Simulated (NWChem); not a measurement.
System: NO cation

Parts of the log:

```
             Northwest Computational Chemistry Package (NWChem) 7.3.0
             --------------------------------------------------------

 ORDER OF PRIMARY AXIS IS BEING SET TO 4
 C4V symmetry detected

                             Geometry "geometry" -> ""
                             -------------------------

 Output coordinates in angstroms (scale by  1.889725989 to convert to a.u.)

  No.       Tag          Charge          X              Y              Z
 ---- ---------------- ---------- -------------- -------------- --------------
    1 N                    7.0000     0.00000000     0.00000000    -0.57213280
    2 O                    8.0000     0.00000000     0.00000000     0.50061620

 Effective nuclear repulsion energy (a.u.)      27.6242867101

      Symmetry information
      --------------------

 Group name             C4v
 Group number             18
 Group order               8
 No. of unique centers     2

                                Z-matrix (autoz)
                                --------

 Units are Angstrom for bonds and degrees for angles

      Type          Name      I     J     K     L     M      Value
      ----------- --------  ----- ----- ----- ----- ----- ----------
    1 Stretch                  1     2                       1.07275

  xc_inp: hfexch multiplicative factor not found.

                           NWChem Geometry Optimization
                           ----------------------------

 maximum gradient threshold         (gmax) =   0.000450
 rms gradient threshold             (grms) =   0.000300
 maximum cartesian step threshold   (xmax) =   0.001800
 rms cartesian step threshold       (xrms) =   0.001200
 fixed trust radius                (trust) =   0.300000
 source of zmatrix                         =   autoz

          -------------------
          Energy Minimization
          -------------------

 Using diagonal initial Hessian
 Scaling for Hessian diagonals: bonds = 1.00  angles = 0.25  torsions = 0.10

          --------
          Step   0

                                 NWChem DFT Module
                                 -----------------

 Summary of "ao basis" -> "ao basis" (spherical)
 ------------------------------------------------------------------------------
       Tag                 Description            Shells   Functions and Types
 ---------------- ------------------------------  ------  ---------------------
 N                          pcseg-2                 10       30   4s3p2d1f
 O                          pcseg-2                 10       30   4s3p2d1f

      Symmetry analysis of basis
      --------------------------

        a1         20
        a2          0
        b1          6
        b2          6
        e          28

            General Information
            -------------------
          SCF calculation type: DFT
          Wavefunction type:  closed shell.
          No. of atoms     :     2
          No. of electrons :    14
           Alpha electrons :     7
            Beta electrons :     7
          Charge           :     1
          Spin multiplicity:     1
          Use of symmetry is: on ; symmetry adaption is: on
          Maximum number of iterations: 150
          AO basis - number of functions:    60
                     number of shells:    20
          Convergence on energy requested:  1.00D-06
          Convergence on density requested:  1.00D-05
          Convergence on gradient requested:  5.00D-04

              XC Information
              --------------
                     Hartree-Fock (Exact) Exchange  1.000

      Superposition of Atomic Density Guess
      -------------------------------------

 Sum of atomic energies:        -129.08798440

 Renormalizing density from      15.00 to     14

      Non-variational initial energy
      ------------------------------

 Total energy =    -123.806845
 1-e energy   =    -215.858341
 2-e energy   =      64.427209
 HOMO         =      -1.071123
 LUMO         =      -0.600917

      Symmetry analysis of molecular orbitals - initial
      -------------------------------------------------

 !! scf_movecs_sym_adapt:   12 vectors were symmetry contaminated

  Symmetry fudging

 !! scf_movecs_sym_adapt:   12 vectors were symmetry contaminated

  Numbering of irreducible representations:

     1 a1          2 a2          3 b1          4 b2          5 e

  Orbital symmetries:

     1 a1          2 a1          3 a1          4 a1          5 e
     6 e           7 a1          8 e           9 e          10 a1
    11 a1         12 e          13 e          14 a1         15 e
    16 e          17 a1

 !! scf_movecs_sym_adapt:   12 vectors were symmetry contaminated

  Symmetry fudging

 !! scf_movecs_sym_adapt:   12 vectors were symmetry contaminated

   convergence    iter        energy       DeltaE   RMS-Dens  Diis-err
 ---------------- ----- ----------------- --------- --------- ---------
 d= 0,ls=0.0,diis     1   -128.8666561708 -1.56D+02  1.00D-02  1.23D+00

 !! scf_movecs_sym_adapt:   12 vectors were symmetry contaminated

  Symmetry fudging

 !! scf_movecs_sym_adapt:   12 vectors were symmetry contaminated

 d= 0,ls=0.0,diis     2   -128.8682098883 -1.55D-03  5.00D-03  1.14D+00

 !! scf_movecs_sym_adapt:    4 vectors were symmetry contaminated

  Symmetry fudging

 !! scf_movecs_sym_adapt:    4 vectors were symmetry contaminated

 d= 0,ls=0.0,diis     3   -128.9593090147 -9.11D-02  5.49D-04  7.09D-03

 !! scf_movecs_sym_adapt:    4 vectors were symmetry contaminated

  Symmetry fudging

 !! scf_movecs_sym_adapt:    2 vectors were symmetry contaminated

 d= 0,ls=0.0,diis     4   -128.9600386095 -7.30D-04  1.82D-04  1.75D-04

 !! scf_movecs_sym_adapt:    4 vectors were symmetry contaminated

  Symmetry fudging

 !! scf_movecs_sym_adapt:    2 vectors were symmetry contaminated

 d= 0,ls=0.0,diis     5   -128.9600633564 -2.47D-05  2.09D-05  3.71D-06

 !! scf_movecs_sym_adapt:    4 vectors were symmetry contaminated

  Symmetry fudging

 !! scf_movecs_sym_adapt:    2 vectors were symmetry contaminated

 d= 0,ls=0.0,diis     6   -128.9600637270 -3.71D-07  2.58D-06  5.29D-08

         Total DFT energy =     -128.960063727019
      One electron energy =     -224.469036178183
           Coulomb energy =       82.228399749033
    Exchange-Corr. energy =      -14.343714007978
 Nuclear repulsion energy =       27.624286710109

 Numeric. integr. density =        0.000000000000

                  Occupations of the irreducible representations
                  ----------------------------------------------

                     irrep           alpha         beta
                     --------     --------     --------
                     a1                5.0          5.0
                     a2                0.0          0.0
                     b1                0.0          0.0
                     b2                0.0          0.0
                     e                 2.0          2.0

                       DFT Final Molecular Orbital Analysis
                       ------------------------------------

 Vector    5  Occ=2.000000D+00  E=-1.143202D+00  Symmetry=e
              MO Center=  2.6D-16, -2.0D-16,  1.2D-01, r^2= 6.9D-01
   Bfn.  Coefficient  Atom+Function         Bfn.  Coefficient  Atom+Function
  ----- ------------  ---------------      ----- ------------  ---------------
    35      0.337085  2 O  px                38      0.294641  2 O  px
     5      0.231768  1 N  px                36     -0.228073  2 O  py
     8      0.199969  1 N  px                39     -0.199355  2 O  py
     6     -0.156815  1 N  py                 9     -0.135300  1 N  py
    41      0.068690  2 O  px                42     -0.046476  2 O  py

 Vector    6  Occ=2.000000D+00  E=-1.143202D+00  Symmetry=e
              MO Center= -1.3D-15, -1.6D-15,  1.2D-01, r^2= 6.9D-01
   Bfn.  Coefficient  Atom+Function         Bfn.  Coefficient  Atom+Function
  ----- ------------  ---------------      ----- ------------  ---------------
    36      0.337085  2 O  py                39      0.294641  2 O  py
     6      0.231768  1 N  py                35      0.228073  2 O  px
     9      0.199969  1 N  py                38      0.199355  2 O  px
     5      0.156815  1 N  px                 8      0.135300  1 N  px
    42      0.068690  2 O  py                41      0.046476  2 O  px

 Vector    7  Occ=2.000000D+00  E=-1.137813D+00  Symmetry=a1
              MO Center=  1.0D-15,  1.6D-15, -5.0D-01, r^2= 9.0D-01
   Bfn.  Coefficient  Atom+Function         Bfn.  Coefficient  Atom+Function
  ----- ------------  ---------------      ----- ------------  ---------------
     7     -0.381363  1 N  pz                 3      0.366609  1 N  s
    37      0.297008  2 O  pz                10     -0.258919  1 N  pz
    40      0.232534  2 O  pz                 2      0.213353  1 N  s
     4      0.145382  1 N  s                  1     -0.123331  1 N  s
    33      0.070322  2 O  s                 34      0.043062  2 O  s

 Vector    8  Occ=0.000000D+00  E=-2.846130D-01  Symmetry=e
              MO Center=  5.0D-16, -2.2D-17, -2.5D-01, r^2= 1.2D+00
   Bfn.  Coefficient  Atom+Function         Bfn.  Coefficient  Atom+Function
  ----- ------------  ---------------      ----- ------------  ---------------
     8      0.388961  1 N  px                11      0.369331  1 N  px
     5      0.352343  1 N  px                41     -0.311010  2 O  px
    38     -0.302988  2 O  px                35     -0.297282  2 O  px
     9     -0.203410  1 N  py                12     -0.193144  1 N  py
     6     -0.184260  1 N  py                42      0.162645  2 O  py

 Vector    9  Occ=0.000000D+00  E=-2.846130D-01  Symmetry=e
              MO Center=  1.2D-16,  1.5D-16, -2.5D-01, r^2= 1.2D+00
   Bfn.  Coefficient  Atom+Function         Bfn.  Coefficient  Atom+Function
  ----- ------------  ---------------      ----- ------------  ---------------
     9      0.388961  1 N  py                12      0.369331  1 N  py
     6      0.352343  1 N  py                42     -0.311010  2 O  py
    39     -0.302988  2 O  py                36     -0.297282  2 O  py
     8      0.203410  1 N  px                11      0.193144  1 N  px
     5      0.184260  1 N  px                41     -0.162645  2 O  px

[...]

      ----------------------
      Optimization converged
      ----------------------

  Step       Energy      Delta E   Gmax     Grms     Xrms     Xmax
  ---- ---------------- -------- -------- -------- -------- --------
@    3    -128.96798125 -3.6D-08  0.00000  0.00000  0.00003  0.00005
                                     ok       ok       ok       ok

                                Z-matrix (autoz)
                                --------

 Units are Angstrom for bonds and degrees for angles

      Type          Name      I     J     K     L     M      Value     Gradient
      ----------- --------  ----- ----- ----- ----- ----- ---------- ----------
    1 Stretch                  1     2                       1.02609   -0.00000

                         Geometry "geometry" -> "geometry"
                         ---------------------------------

 Output coordinates in angstroms (scale by  1.889725989 to convert to a.u.)

  No.       Tag          Charge          X              Y              Z
 ---- ---------------- ---------- -------------- -------------- --------------
    1 N                    7.0000     0.00000000     0.00000000    -0.54880392
    2 O                    8.0000     0.00000000     0.00000000     0.47728732

 Effective nuclear repulsion energy (a.u.)      28.8804003796

      Symmetry information
      --------------------

 Group name             C4v
 Group number             18
 Group order               8
 No. of unique centers     2

                Final and change from initial internal coordinates
                --------------------------------------------------

                                Z-matrix (autoz)
                                --------

 Units are Angstrom for bonds and degrees for angles

      Type          Name      I     J     K     L     M      Value       Change
      ----------- --------  ----- ----- ----- ----- ----- ---------- ----------
    1 Stretch                  1     2                       1.02609   -0.04666

 ==============================================================================
                                internuclear distances
 ------------------------------------------------------------------------------
       center one      |      center two      | atomic units |  angstroms
 ------------------------------------------------------------------------------
    2 O                |   1 N                |     1.93903  |     1.02609
 ------------------------------------------------------------------------------
                         number of included internuclear distances:          1
 ==============================================================================

[second-derivative integrals and response iterations left out]

  Vibrational analysis via the FX method

  See chapter 2 in "Molecular Vibrations" by Wilson, Decius and Cross

  Vib: Default input used

 ---------------------------- Atom information ----------------------------
     atom    #        X              Y              Z            mass
 --------------------------------------------------------------------------
    N        1  0.0000000D+00  0.0000000D+00 -1.0370890D+00  1.4003070D+01
    O        2  0.0000000D+00  0.0000000D+00  9.0194226D-01  1.5994910D+01
 --------------------------------------------------------------------------

[unprojected Hessian and modes left out]

        Vibrational analysis via the FX method
  --- with translations and rotations projected out ---
  --- via the Eckart algorithm                      ---
 Dependent rotation vector no.                    3
  found in ECKART; assuming linear geometry
 Projected Nuclear Hessian trans-rot subspace norm:2.8699D-42
                         (should be close to zero!)

[projected Hessian left out]

 Rotational Constants
 --------------------
 A=   0.000000 cm-1  (  0.000000 K)
 B=   2.144446 cm-1  (  3.085310 K)
 C=   2.144446 cm-1  (  3.085310 K)

 Temperature                      =   298.15K
 frequency scaling parameter      =   1.0000

 Linear Molecule

 Zero-Point correction to Energy  =    4.056 kcal/mol  (  0.006463 au)
 Thermal correction to Energy     =    5.536 kcal/mol  (  0.008822 au)
 Thermal correction to Enthalpy   =    6.128 kcal/mol  (  0.009766 au)

 Total Entropy                    =   47.179 cal/mol-K
   - Translational                =   36.113 cal/mol-K (mol. weight =  29.9980)
   - Rotational                   =   11.066 cal/mol-K (symmetry #  =        1)
   - Vibrational                  =    0.000 cal/mol-K

 Cv (constant volume heat capacity) =    4.966 cal/mol-K
   - Translational                  =    2.979 cal/mol-K
   - Rotational                     =    1.986 cal/mol-K
   - Vibrational                    =    0.000 cal/mol-K

[normal modes left out]

 ----------------------------------------------------------------------------
 Normal Eigenvalue ||           Projected Infra Red Intensities
  Mode   [cm**-1]  || [atomic units] [(debye/angs)**2] [(KM/mol)] [arbitrary]
 ------ ---------- || -------------- ----------------- ---------- -----------
    1        0.000 ||    0.023751           0.548        23.153       8.961
    2        0.000 ||    0.023751           0.548        23.153       8.961
    3        0.000 ||    0.011203           0.258        10.921       4.227
    4        0.000 ||    0.011203           0.258        10.921       4.227
    5        0.000 ||    0.033336           0.769        32.497      12.578
    6     2838.282 ||    0.055776           1.287        54.373      21.045
 ----------------------------------------------------------------------------
```

Level: Hartree-Fock/pcseg-2. 

Question: Which NWChem input produces such a log?

Answer: This is not unique; one that fits is the input that was run:
```
start job
memory heap 200 mb stack 900 mb global 1100 mb
charge 1
geometry units angstroms
  N      0.000000     0.000000    -0.571443
  O      0.000000     0.000000     0.501306
end
basis spherical
  * library pcseg-2
end
dft
  xc hfexch
  iterations 150
end
driver
  maxiter 120
end
task dft optimize
task dft freq
```
